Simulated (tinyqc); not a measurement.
Inside a calculation (part 1 of 2). Method: RHF in the sto-3g basis, for H3O+, spin multiplicity 1. Computed by tinyqc, a small Python program that keeps every step (integrals from PySCF). Settings: charge = 1, multiplicity = 1, basis = sto-3g, energy threshold = 1e-08, iteration cap = 85, orthogonalisation = symmetric, start = Wolfsberg-Helmholz matrix, DIIS depth = 0, method = RHF. Command: `OMP_NUM_THREADS=1 python tinyqc.py 21874 21875 out.jsonl` (the two numbers bound the seeds that draw the settings). One thread of a shared host (Intel(R) Xeon(R) Processor @ 2.60GHz), about 0.08 s of CPU time with the checks. Later iterations appear only in the table of the cycle.

## One-electron integrals

Geometry (angstrom):
```
atom        x        y       z
O      0.0000   0.0000  0.1080
H      1.2270   0.0000  0.0000
H     -0.6140   1.0630  0.0000
H     -0.6140  -1.0630  0.0000
```

Basis sto-3g: exponents (1/bohr^2) and contraction coefficients of normalised primitives:
```
element  l (shell)  exponent  coefficient
O            s (1)  130.7093       0.1543
O            s (1)   23.8089       0.5353
O            s (1)    6.4436       0.4446
O            s (2)    5.0332      -0.1000
O            s (2)    1.1696       0.3995
O            s (2)    0.3804       0.7001
O            p (3)    5.0332       0.1559
O            p (3)    1.1696       0.6077
O            p (3)    0.3804       0.3920
H            s (1)    3.4253       0.1543
H            s (1)    0.6239       0.5353
H            s (1)    0.1689       0.4446
```

Overlap, kinetic and nuclear-attraction integrals over the contracted functions; the nuclear repulsion is the sum of Za Zb / Rab.

nuclear repulsion = 11.054297 hartree

overlap S, order 1O 1s, 1O 2s, 1O 2px, 1O 2py, 1O 2pz, 2H 1s, 3H 1s, 4H 1s:
$$\begin{pmatrix}
1.0000 & 0.2367 & 0.0000 & 0.0000 & 0.0000 & 0.0282 & 0.0281 & 0.0281 \\
0.2367 & 1.0000 & 0.0000 & 0.0000 & 0.0000 & 0.3143 & 0.3140 & 0.3140 \\
0.0000 & 0.0000 & 1.0000 & 0.0000 & 0.0000 & 0.2892 & -0.1445 & -0.1445 \\
0.0000 & 0.0000 & 0.0000 & 1.0000 & 0.0000 & 0.0000 & 0.2502 & -0.2502 \\
0.0000 & 0.0000 & 0.0000 & 0.0000 & 1.0000 & -0.0255 & -0.0254 & -0.0254 \\
0.0282 & 0.3143 & 0.2892 & 0.0000 & -0.0255 & 1.0000 & 0.0966 & 0.0966 \\
0.0281 & 0.3140 & -0.1445 & 0.2502 & -0.0254 & 0.0966 & 1.0000 & 0.0966 \\
0.0281 & 0.3140 & -0.1445 & -0.2502 & -0.0254 & 0.0966 & 0.0966 & 1.0000
\end{pmatrix}$$

kinetic energy T (hartree), order 1O 1s, 1O 2s, 1O 2px, 1O 2py, 1O 2pz, 2H 1s, 3H 1s, 4H 1s:
$$\begin{pmatrix}
29.0032 & -0.1680 & 0.0000 & 0.0000 & 0.0000 & -0.0086 & -0.0086 & -0.0086 \\
-0.1680 & 0.8081 & 0.0000 & 0.0000 & 0.0000 & 0.0334 & 0.0333 & 0.0333 \\
0.0000 & 0.0000 & 2.5287 & 0.0000 & 0.0000 & 0.1183 & -0.0590 & -0.0590 \\
0.0000 & 0.0000 & 0.0000 & 2.5287 & 0.0000 & 0.0000 & 0.1022 & -0.1022 \\
0.0000 & 0.0000 & 0.0000 & 0.0000 & 2.5287 & -0.0104 & -0.0104 & -0.0104 \\
-0.0086 & 0.0334 & 0.1183 & 0.0000 & -0.0104 & 0.7600 & -0.0112 & -0.0112 \\
-0.0086 & 0.0333 & -0.0590 & 0.1022 & -0.0104 & -0.0112 & 0.7600 & -0.0112 \\
-0.0086 & 0.0333 & -0.0590 & -0.1022 & -0.0104 & -0.0112 & -0.0112 & 0.7600
\end{pmatrix}$$

nuclear attraction V (hartree), order 1O 1s, 1O 2s, 1O 2px, 1O 2py, 1O 2pz, 2H 1s, 3H 1s, 4H 1s:
$$\begin{pmatrix}
-61.9069 & -7.4881 & 0.0000 & 0.0000 & 0.0025 & -0.9098 & -0.9086 & -0.9086 \\
-7.4881 & -10.3378 & -0.0001 & 0.0000 & 0.0306 & -2.4147 & -2.4121 & -2.4121 \\
0.0000 & -0.0001 & -10.2973 & 0.0000 & 0.0000 & -1.9462 & 0.9725 & 0.9725 \\
0.0000 & 0.0000 & 0.0000 & -10.2972 & 0.0000 & 0.0000 & -1.6836 & 1.6836 \\
0.0025 & 0.0306 & 0.0000 & 0.0000 & -10.1990 & 0.1773 & 0.1771 & 0.1771 \\
-0.9098 & -2.4147 & -1.9462 & 0.0000 & 0.1773 & -5.1191 & -0.5732 & -0.5732 \\
-0.9086 & -2.4121 & 0.9725 & -1.6836 & 0.1771 & -0.5732 & -5.1176 & -0.5729 \\
-0.9086 & -2.4121 & 0.9725 & 1.6836 & 0.1771 & -0.5732 & -0.5729 & -5.1176
\end{pmatrix}$$

core Hamiltonian H = T + V (hartree), order 1O 1s, 1O 2s, 1O 2px, 1O 2py, 1O 2pz, 2H 1s, 3H 1s, 4H 1s:
$$\begin{pmatrix}
-32.9037 & -7.6561 & 0.0000 & 0.0000 & 0.0025 & -0.9184 & -0.9172 & -0.9172 \\
-7.6561 & -9.5296 & -0.0001 & 0.0000 & 0.0306 & -2.3813 & -2.3788 & -2.3788 \\
0.0000 & -0.0001 & -7.7686 & 0.0000 & 0.0000 & -1.8279 & 0.9134 & 0.9134 \\
0.0000 & 0.0000 & 0.0000 & -7.7685 & 0.0000 & 0.0000 & -1.5814 & 1.5814 \\
0.0025 & 0.0306 & 0.0000 & 0.0000 & -7.6703 & 0.1669 & 0.1667 & 0.1667 \\
-0.9184 & -2.3813 & -1.8279 & 0.0000 & 0.1669 & -4.3591 & -0.5844 & -0.5844 \\
-0.9172 & -2.3788 & 0.9134 & -1.5814 & 0.1667 & -0.5844 & -4.3575 & -0.5841 \\
-0.9172 & -2.3788 & 0.9134 & 1.5814 & 0.1667 & -0.5844 & -0.5841 & -4.3575
\end{pmatrix}$$

## Two-electron integrals

Functions are numbered as in S; the eight-fold symmetry (ij|kl) = (ji|kl) = (kl|ij) leaves the list below.

Two-electron integrals (ij|kl) in chemists' order, unique and non-zero (hartree):
```
(11|11) 4.7851      (21|11) 0.7414      (21|21) 0.1369      (22|11) 1.1189
(22|21) 0.2566      (22|22) 0.8172      (31|31) 0.0245      (32|31) 0.0378
(32|32) 0.1805      (33|11) 1.1158      (33|21) 0.2567      (33|22) 0.8170
(33|33) 0.8802      (41|41) 0.0245      (42|41) 0.0378      (42|42) 0.1805
(43|43) 0.0474      (44|11) 1.1158      (44|21) 0.2567      (44|22) 0.8170
(44|33) 0.7853      (44|44) 0.8802      (51|51) 0.0245      (52|51) 0.0378
(52|52) 0.1805      (53|53) 0.0474      (54|54) 0.0474      (55|11) 1.1158
(55|21) 0.2567      (55|22) 0.8170      (55|33) 0.7853      (55|44) 0.7853
(55|55) 0.8802      (61|11) 0.0891      (61|21) 0.0163      (61|22) 0.0305
(61|31) 0.0007      (61|32) 0.0014      (61|33) 0.0306      (61|44) 0.0304
(61|51) -6.40e-05   (61|52) -1.21e-04   (61|53) -1.57e-05   (61|55) 0.0304
(61|61) 0.0020      (62|11) 0.2454      (62|21) 0.0571      (62|22) 0.2050
(62|31) 0.0043      (62|32) 0.0343      (62|33) 0.2121      (62|44) 0.2014
(62|51) -3.74e-04   (62|52) -0.0030     (62|53) -0.0009     (62|55) 0.2014
(62|61) 0.0070      (62|62) 0.0671      (63|11) 0.1883      (63|21) 0.0444
(63|22) 0.1700      (63|31) 0.0085      (63|32) 0.0605      (63|33) 0.1847
(63|44) 0.1626      (63|51) -2.52e-04   (63|52) -0.0023     (63|53) -0.0013
(63|55) 0.1627      (63|61) 0.0056      (63|62) 0.0677      (63|63) 0.0765
(64|41) 0.0056      (64|42) 0.0340      (64|43) 0.0069      (64|54) -0.0006
(64|64) 0.0089      (65|11) -0.0166     (65|21) -0.0039     (65|22) -0.0150
(65|31) -2.52e-04   (65|32) -0.0023     (65|33) -0.0150     (65|44) -0.0143
(65|51) 0.0056      (65|52) 0.0342      (65|53) 0.0069      (65|55) -0.0155
(65|61) -4.94e-04   (65|62) -0.0060     (65|63) -0.0059     (65|65) 0.0095
(66|11) 0.4241      (66|21) 0.1003      (66|22) 0.4149      (66|31) 0.0086
(66|32) 0.0982      (66|33) 0.4448      (66|44) 0.3995      (66|51) -0.0008
(66|52) -0.0086     (66|53) -0.0040     (66|55) 0.3999      (66|61) 0.0123
(66|62) 0.1812      (66|63) 0.2089      (66|65) -0.0184     (66|66) 0.7746
(71|11) 0.0890      (71|21) 0.0163      (71|22) 0.0305      (71|31) -3.63e-04
(71|32) -0.0007     (71|33) 0.0304      (71|41) 0.0006      (71|42) 0.0012
(71|43) -7.70e-05   (71|44) 0.0305      (71|51) -6.38e-05   (71|52) -1.21e-04
(71|53) 7.82e-06    (71|54) -1.35e-05   (71|55) 0.0304      (71|61) 0.0019
(71|62) 0.0067      (71|63) 0.0051      (71|64) 1.75e-04    (71|65) -4.76e-04
(71|66) 0.0117      (71|71) 0.0020      (72|11) 0.2452      (72|21) 0.0571
(72|22) 0.2048      (72|31) -0.0021     (72|32) -0.0172     (72|33) 0.2038
(72|41) 0.0037      (72|42) 0.0297      (72|43) -0.0046     (72|44) 0.2092
(72|51) -3.74e-04   (72|52) -0.0030     (72|53) 4.71e-04    (72|54) -0.0008
(72|55) 0.2012      (72|61) 0.0067      (72|62) 0.0505      (72|63) 0.0394
(72|64) 0.0057      (72|65) -0.0043     (72|66) 0.1065      (72|71) 0.0069
(72|72) 0.0669      (73|11) -0.0941     (73|21) -0.0222     (73|22) -0.0850
(73|31) 0.0063      (73|32) 0.0406      (73|33) -0.0892     (73|41) -0.0012
(73|42) -0.0115     (73|43) 0.0078      (73|44) -0.0844     (73|51) 1.26e-04
(73|52) 0.0012      (73|53) -0.0008     (73|54) 3.17e-04    (73|55) -0.0813
(73|61) -0.0024     (73|62) -0.0147     (73|63) -0.0055     (73|64) -0.0013
(73|65) 0.0012      (73|66) -0.0259     (73|71) -0.0028     (73|72) -0.0338
(73|73) 0.0258      (74|11) 0.1629      (74|21) 0.0384      (74|22) 0.1471
(74|31) -0.0012     (74|32) -0.0115     (74|33) 0.1425      (74|41) 0.0078
(74|42) 0.0538      (74|43) -0.0066     (74|44) 0.1580      (74|51) -2.18e-04
(74|52) -0.0020     (74|53) 3.17e-04    (74|54) -0.0012     (74|55) 0.1407
(74|61) 0.0045      (74|62) 0.0370      (74|63) 0.0287      (74|64) 0.0103
(74|65) -0.0031     (74|66) 0.0798      (74|71) 0.0048      (74|72) 0.0585
(74|73) -0.0292     (74|74) 0.0595      (75|11) -0.0166     (75|21) -0.0039
(75|22) -0.0149     (75|31) 1.26e-04    (75|32) 0.0012      (75|33) -0.0145
(75|41) -2.18e-04   (75|42) -0.0020     (75|43) 3.17e-04    (75|44) -0.0148
(75|51) 0.0056      (75|52) 0.0342      (75|53) -0.0035     (75|54) 0.0060
(75|55) -0.0155     (75|61) -4.76e-04   (75|62) -0.0043     (75|63) -0.0033
(75|64) -4.87e-04   (75|65) 0.0068      (75|66) -0.0099     (75|71) -4.93e-04
(75|72) -0.0059     (75|73) 0.0030      (75|74) -0.0051     (75|75) 0.0094
(76|11) 0.0554      (76|21) 0.0130      (76|22) 0.0504      (76|31) 3.89e-04
(76|32) 0.0037      (76|33) 0.0507      (76|41) 0.0007      (76|42) 0.0064
(76|43) 2.54e-04    (76|44) 0.0510      (76|51) -1.37e-04   (76|52) -0.0013
(76|53) -1.57e-04   (76|54) -2.72e-04   (76|55) 0.0494      (76|61) 0.0016
(76|62) 0.0158      (76|63) 0.0150      (76|64) 0.0017      (76|65) -0.0016
(76|66) 0.0438      (76|71) 0.0016      (76|72) 0.0158      (76|73) -0.0060
(76|74) 0.0139      (76|75) -0.0016     (76|76) 0.0047      (77|11) 0.4240
(77|21) 0.1002      (77|22) 0.4147      (77|31) -0.0043     (77|32) -0.0491
(77|33) 0.4107      (77|41) 0.0074      (77|42) 0.0850      (77|43) -0.0196
(77|44) 0.4333      (77|51) -0.0008     (77|52) -0.0086     (77|53) 0.0020
(77|54) -0.0034     (77|55) 0.3997      (77|61) 0.0118      (77|62) 0.1066
(77|63) 0.0822      (77|64) 0.0175      (77|65) -0.0099     (77|66) 0.2484
(77|71) 0.0123      (77|72) 0.1810      (77|73) -0.1044     (77|74) 0.1807
(77|75) -0.0184     (77|76) 0.0438      (77|77) 0.7746      (81|11) 0.0890
(81|21) 0.0163      (81|22) 0.0305      (81|31) -3.63e-04   (81|32) -0.0007
(81|33) 0.0304      (81|41) -0.0006     (81|42) -0.0012     (81|43) 7.70e-05
(81|44) 0.0305      (81|51) -6.38e-05   (81|52) -1.21e-04   (81|53) 7.82e-06
(81|54) 1.35e-05    (81|55) 0.0304      (81|61) 0.0019      (81|62) 0.0067
(81|63) 0.0051      (81|64) -1.75e-04   (81|65) -4.76e-04   (81|66) 0.0117
(81|71) 0.0019      (81|72) 0.0067      (81|73) -0.0027     (81|74) 0.0043
(81|75) -4.75e-04   (81|76) 0.0015      (81|77) 0.0117      (81|81) 0.0020
(82|11) 0.2452      (82|21) 0.0571      (82|22) 0.2048      (82|31) -0.0021
(82|32) -0.0172     (82|33) 0.2038      (82|41) -0.0037     (82|42) -0.0297
(82|43) 0.0046      (82|44) 0.2092      (82|51) -3.74e-04   (82|52) -0.0030
(82|53) 4.71e-04    (82|54) 0.0008      (82|55) 0.2012      (82|61) 0.0067
(82|62) 0.0505      (82|63) 0.0394      (82|64) -0.0057     (82|65) -0.0043
(82|66) 0.1065      (82|71) 0.0067      (82|72) 0.0505      (82|73) -0.0246
(82|74) 0.0312      (82|75) -0.0043     (82|76) 0.0122      (82|77) 0.1065
(82|81) 0.0069      (82|82) 0.0669      (83|11) -0.0941     (83|21) -0.0222
(83|22) -0.0850     (83|31) 0.0063      (83|32) 0.0406      (83|33) -0.0892
(83|41) 0.0012      (83|42) 0.0115      (83|43) -0.0078     (83|44) -0.0844
(83|51) 1.26e-04    (83|52) 0.0012      (83|53) -0.0008     (83|54) -3.17e-04
(83|55) -0.0813     (83|61) -0.0024     (83|62) -0.0147     (83|63) -0.0055
(83|64) 0.0013      (83|65) 0.0012      (83|66) -0.0259     (83|71) -0.0027
(83|72) -0.0246     (83|73) 0.0182      (83|74) -0.0150     (83|75) 0.0021
(83|76) -0.0046     (83|77) -0.0562     (83|81) -0.0028     (83|82) -0.0338
(83|83) 0.0258      (84|11) -0.1629     (84|21) -0.0384     (84|22) -0.1471
(84|31) 0.0012      (84|32) 0.0115      (84|33) -0.1425     (84|41) 0.0078
(84|42) 0.0538      (84|43) -0.0066     (84|44) -0.1580     (84|51) 2.18e-04
(84|52) 0.0020      (84|53) -3.17e-04   (84|54) -0.0012     (84|55) -0.1407
(84|61) -0.0045     (84|62) -0.0370     (84|63) -0.0287     (84|64) 0.0103
(84|65) 0.0031      (84|66) -0.0798     (84|71) -0.0043     (84|72) -0.0312
(84|73) 0.0150      (84|74) -0.0134     (84|75) 0.0026      (84|76) -0.0079
(84|77) -0.0624     (84|81) -0.0048     (84|82) -0.0585     (84|83) 0.0292
(84|84) 0.0595      (85|11) -0.0166     (85|21) -0.0039     (85|22) -0.0149
(85|31) 1.26e-04    (85|32) 0.0012      (85|33) -0.0145     (85|41) 2.18e-04
(85|42) 0.0020      (85|43) -3.17e-04   (85|44) -0.0148     (85|51) 0.0056
(85|52) 0.0342      (85|53) -0.0035     (85|54) -0.0060     (85|55) -0.0155
(85|61) -4.76e-04   (85|62) -0.0043     (85|63) -0.0033     (85|64) 4.87e-04
(85|65) 0.0068      (85|66) -0.0099     (85|71) -4.75e-04   (85|72) -0.0043
(85|73) 0.0021      (85|74) -0.0026     (85|75) 0.0068      (85|76) -0.0012
(85|77) -0.0099     (85|81) -4.93e-04   (85|82) -0.0059     (85|83) 0.0030
(85|84) 0.0051      (85|85) 0.0094      (86|11) 0.0554      (86|21) 0.0130
(86|22) 0.0504      (86|31) 3.89e-04    (86|32) 0.0037      (86|33) 0.0507
(86|41) -0.0007     (86|42) -0.0064     (86|43) -2.54e-04   (86|44) 0.0510
(86|51) -1.37e-04   (86|52) -0.0013     (86|53) -1.57e-04   (86|54) 2.72e-04
(86|55) 0.0494      (86|61) 0.0016      (86|62) 0.0158      (86|63) 0.0150
(86|64) -0.0017     (86|65) -0.0016     (86|66) 0.0438      (86|71) 0.0015
(86|72) 0.0122      (86|73) -0.0046     (86|74) 0.0079      (86|75) -0.0012
(86|76) 0.0037      (86|77) 0.0268      (86|81) 0.0016      (86|82) 0.0158
(86|83) -0.0060     (86|84) -0.0139     (86|85) -0.0016     (86|86) 0.0047
(87|11) 0.0554      (87|21) 0.0130      (87|22) 0.0504      (87|31) -0.0008
(87|32) -0.0074     (87|33) 0.0511      (87|44) 0.0505      (87|51) -1.37e-04
(87|52) -0.0013     (87|53) 3.14e-04    (87|55) 0.0494      (87|61) 0.0015
(87|62) 0.0122      (87|63) 0.0091      (87|65) -0.0012     (87|66) 0.0268
(87|71) 0.0016      (87|72) 0.0158      (87|73) -0.0090     (87|74) 0.0121
(87|75) -0.0016     (87|76) 0.0037      (87|77) 0.0438      (87|81) 0.0016
(87|82) 0.0158      (87|83) -0.0090     (87|84) -0.0121     (87|85) -0.0016
(87|86) 0.0037      (87|87) 0.0047      (88|11) 0.4240      (88|21) 0.1002
(88|22) 0.4147      (88|31) -0.0043     (88|32) -0.0491     (88|33) 0.4107
(88|41) -0.0074     (88|42) -0.0850     (88|43) 0.0196      (88|44) 0.4333
(88|51) -0.0008     (88|52) -0.0086     (88|53) 0.0020      (88|54) 0.0034
(88|55) 0.3997      (88|61) 0.0118      (88|62) 0.1066      (88|63) 0.0822
(88|64) -0.0175     (88|65) -0.0099     (88|66) 0.2484      (88|71) 0.0117
(88|72) 0.1065      (88|73) -0.0562     (88|74) 0.0624      (88|75) -0.0099
(88|76) 0.0268      (88|77) 0.2484      (88|81) 0.0123      (88|82) 0.1810
(88|83) -0.1044     (88|84) -0.1807     (88|85) -0.0184     (88|86) 0.0438
(88|87) 0.0438      (88|88) 0.7746
```

## Orthogonalisation

S = U s U^T; symmetric (Loewdin) form X = U s^(-1/2) U^T, so that X^T S X = 1.

eigenvalues of S: [0.4951, 0.5943, 0.5946, 0.9798, 1.0152, 1.3088, 1.3091, 1.7031]

X, order 1O 1s, 1O 2s, 1O 2px, 1O 2py, 1O 2pz, 2H 1s, 3H 1s, 4H 1s:
$$\begin{pmatrix}
1.0237 & -0.1367 & 0.0000 & 0.0000 & 0.0011 & 0.0157 & 0.0157 & 0.0157 \\
-0.1367 & 1.1462 & 0.0001 & 0.0000 & -0.0098 & -0.1683 & -0.1681 & -0.1681 \\
0.0000 & 0.0001 & 1.0570 & 0.0000 & 0.0000 & -0.1712 & 0.0855 & 0.0855 \\
0.0000 & 0.0000 & 0.0000 & 1.0569 & 0.0000 & 0.0000 & -0.1481 & 0.1481 \\
0.0011 & -0.0098 & 0.0000 & 0.0000 & 1.0008 & 0.0134 & 0.0133 & 0.0133 \\
0.0157 & -0.1683 & -0.1712 & 0.0000 & 0.0134 & 1.0827 & -0.0316 & -0.0316 \\
0.0157 & -0.1681 & 0.0855 & -0.1481 & 0.0133 & -0.0316 & 1.0825 & -0.0316 \\
0.0157 & -0.1681 & 0.0855 & 0.1481 & 0.0133 & -0.0316 & -0.0316 & 1.0825
\end{pmatrix}$$

## Starting guess

The start is the generalised Wolfsberg-Helmholz matrix (K = 1.75) built on H; D = 2 C_occ C_occ^T.

D at the start, order 1O 1s, 1O 2s, 1O 2px, 1O 2py, 1O 2pz, 2H 1s, 3H 1s, 4H 1s:
$$\begin{pmatrix}
2.0640 & -0.2756 & 0.0001 & 0.0000 & -0.0149 & -0.1092 & -0.1090 & -0.1090 \\
-0.2756 & 1.2653 & -0.0003 & 0.0000 & 0.0537 & 0.2991 & 0.2987 & 0.2987 \\
0.0001 & -0.0003 & 1.6127 & 0.0000 & 0.0000 & 0.3367 & -0.1684 & -0.1684 \\
0.0000 & 0.0000 & 0.0000 & 1.6133 & 0.0000 & 0.0000 & 0.2914 & -0.2914 \\
-0.0149 & 0.0537 & 0.0000 & 0.0000 & 1.9967 & -0.0149 & -0.0148 & -0.0148 \\
-0.1092 & 0.2991 & 0.3367 & 0.0000 & -0.0149 & 0.1424 & 0.0368 & 0.0368 \\
-0.1090 & 0.2987 & -0.1684 & 0.2914 & -0.0148 & 0.0368 & 0.1421 & 0.0368 \\
-0.1090 & 0.2987 & -0.1684 & -0.2914 & -0.0148 & 0.0368 & 0.0368 & 0.1421
\end{pmatrix}$$

## Iteration 1: building the Fock matrix

J_ij = sum D_kl (ij|kl), K_ij = sum D_kl (ik|jl); F = H + J - 0.5 K; E = tr D H + tr D J / 2 - 0.25 tr D K + E_nn.

Coulomb J (hartree), order 1O 1s, 1O 2s, 1O 2px, 1O 2py, 1O 2pz, 2H 1s, 3H 1s, 4H 1s:
$$\begin{pmatrix}
17.6672 & 3.3472 & 0.0000 & 0.0000 & 0.0013 & 0.3998 & 0.3993 & 0.3993 \\
3.3472 & 8.3491 & 0.0000 & 0.0000 & 0.0012 & 2.0575 & 2.0553 & 2.0553 \\
0.0000 & 0.0000 & 8.3430 & 0.0000 & 0.0000 & 1.6932 & -0.8461 & -0.8461 \\
0.0000 & 0.0000 & 0.0000 & 8.3430 & 0.0000 & 0.0000 & 1.4648 & -1.4648 \\
0.0013 & 0.0012 & 0.0000 & 0.0000 & 8.3381 & -0.1492 & -0.1490 & -0.1490 \\
0.3998 & 2.0575 & 1.6932 & 0.0000 & -0.1492 & 4.1740 & 0.5023 & 0.5023 \\
0.3993 & 2.0553 & -0.8461 & 1.4648 & -0.1490 & 0.5023 & 4.1722 & 0.5020 \\
0.3993 & 2.0553 & -0.8461 & -1.4648 & -0.1490 & 0.5023 & 0.5020 & 4.1722
\end{pmatrix}$$

exchange K (hartree), order 1O 1s, 1O 2s, 1O 2px, 1O 2py, 1O 2pz, 2H 1s, 3H 1s, 4H 1s:
$$\begin{pmatrix}
9.7425 & 1.7093 & 0.0000 & 0.0000 & -0.0015 & 0.2096 & 0.2094 & 0.2094 \\
1.7093 & 2.5571 & -0.0001 & 0.0000 & 0.0172 & 0.7661 & 0.7653 & 0.7653 \\
0.0000 & -0.0001 & 2.1412 & 0.0000 & 0.0000 & 0.5946 & -0.2972 & -0.2972 \\
0.0000 & 0.0000 & 0.0000 & 2.1413 & 0.0000 & 0.0000 & 0.5144 & -0.5144 \\
-0.0015 & 0.0172 & 0.0000 & 0.0000 & 2.2471 & -0.0477 & -0.0476 & -0.0476 \\
0.2096 & 0.7661 & 0.5946 & 0.0000 & -0.0477 & 0.6166 & 0.1767 & 0.1767 \\
0.2094 & 0.7653 & -0.2972 & 0.5144 & -0.0476 & 0.1767 & 0.6155 & 0.1766 \\
0.2094 & 0.7653 & -0.2972 & -0.5144 & -0.0476 & 0.1767 & 0.1766 & 0.6155
\end{pmatrix}$$

Fock matrix F (hartree), order 1O 1s, 1O 2s, 1O 2px, 1O 2py, 1O 2pz, 2H 1s, 3H 1s, 4H 1s:
$$\begin{pmatrix}
-20.1077 & -5.1635 & 0.0000 & 0.0000 & 0.0046 & -0.6234 & -0.6226 & -0.6226 \\
-5.1635 & -2.4591 & 0.0000 & 0.0000 & 0.0233 & -0.7068 & -0.7061 & -0.7061 \\
0.0000 & 0.0000 & -0.4962 & 0.0000 & 0.0000 & -0.4319 & 0.2159 & 0.2159 \\
0.0000 & 0.0000 & 0.0000 & -0.4961 & 0.0000 & 0.0000 & -0.3738 & 0.3738 \\
0.0046 & 0.0233 & 0.0000 & 0.0000 & -0.4557 & 0.0415 & 0.0415 & 0.0415 \\
-0.6234 & -0.7068 & -0.4319 & 0.0000 & 0.0415 & -0.4933 & -0.1704 & -0.1704 \\
-0.6226 & -0.7061 & 0.2159 & -0.3738 & 0.0415 & -0.1704 & -0.4931 & -0.1704 \\
-0.6226 & -0.7061 & 0.2159 & 0.3738 & 0.0415 & -0.1704 & -0.1704 & -0.4931
\end{pmatrix}$$

total energy of this density = -74.816000 hartree
